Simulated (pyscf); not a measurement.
Structures and frequencies: ωB97X-D3(BJ)/def2-SVP in PySCF.

Q: For the elementary gas-phase step `[SiH3][In]=[AsH]` + `[H][H]` → `[AsH2][In]` [singlet] + `[SiH4]` (singlet surface; In–Si, H–H broken, As–H, H–Si formed), what barrier and reaction energy does ωB97M-D3(BJ)/def2-TZVP give, measured from the separated reactants?

A: ΔE‡ = 42.2 kcal/mol, ΔE = -20.7 kcal/mol. Zero-point energy shifts the barrier by +1.9 kcal/mol. It is a concerted two-bond exchange, with an imaginary mode of 1206i cm⁻¹. On the product side the descent ends in a complex (not fully relaxed), 5.2 kcal/mol under the separated species and 64.5 kcal/mol under the saddle at ωB97X-D3(BJ)/def2-TZVP. At ωB97X-D3(BJ)/def2-TZVP the barrier from the zero used here is 45.8 kcal/mol. One saddle was located; it need not be the lowest between these sides. Elements up to Kr have no core potential and no relativistic terms here. Elements past Kr carry the def2 core potentials, without spin-orbit coupling.
